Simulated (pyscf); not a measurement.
PySCF, gas phase, ωB97X-D3(BJ)/def2-SVP geometries. MP2 and CC: frozen core, UHF for open shells. ΔMP2 is the change of the MP2 total energy from the triple- to the quadruple-zeta basis.

Q: Estimate the classical barrier height and the reaction energy of methane (CH₄) + F–SnH₃ → H₃C–SnH₃ + hydrogen fluoride (HF) at CCSD/def2-TZVPP. The step runs on the singlet surface, breaks C–H, F–Sn and forms C–Sn, F–H; take the separated reactants as zero.

A: ΔE‡ = 50.9 kcal/mol, ΔE = +16.7 kcal/mol. CCSD(T)/def2-TZVPP + ΔMP2(QZVPP) gives 47.3 kcal/mol and +16.9 kcal/mol. Zero-point energy shifts the barrier by -1.2 kcal/mol. It is a four-centre exchange, with an imaginary mode of 1173i cm⁻¹. This is the saddle that the search found; another between the same sides may lie lower. The CCSD(T) − MP2 part came from Ansatz, without density fitting, on the same reference. The frozen core leaves the outer d or s,p core shells of the metals and heavy elements correlated in the MP2 and CC values, and def2-TZVPP describes them poorly, which can shift differences by a few kcal/mol. Elements past Kr carry the def2 core potentials, without spin-orbit coupling.
